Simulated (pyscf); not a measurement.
HS–O–Zn–Cl (SMILES S[O][Zn][Cl]) + H₂ (SMILES [H][H]) -> HO–Zn–Cl (SMILES [OH][Zn][Cl]) + H₂S (SMILES S) (four-centre exchange; singlet surface; O–S, H–H broken, H–O, H–S formed). Optimised with ωB97X-D3(BJ)/def2-SVP in PySCF. Energies in kcal/mol from the separated reactants.

```tsv
level	barrier	reaction energy
ωB97X-D3(BJ)/def2-TZVP	52.6	-34.0
PBE/def2-TZVP	38.1	-34.0
B3LYP-D3(BJ)/def2-TZVP	47.2	-34.3
M06-2X/def2-TZVP	52.0	-34.1
ωB97M-D3(BJ)/def2-TZVP	…	-36.2
HF/def2-TZVP	…	…
```

**Question.** What belongs in the gaps?

**Answer.** 
- ωB97M-D3(BJ)/def2-TZVP, barrier: 50.7
- HF/def2-TZVP, barrier: 74.3
- HF/def2-TZVP, reaction energy: -40.1

The functionals in the table span 14.5 kcal/mol in this barrier, from PBE to ωB97X-D3(BJ). On the product side the descent ends in an adduct with a S–Zn contact (not fully relaxed), 10.4 kcal/mol under the separated species and 97.0 kcal/mol under the saddle at ωB97X-D3(BJ)/def2-TZVP. This is the saddle that the search found; another between the same sides may lie lower. Elements up to Kr have no core potential and no relativistic terms here.
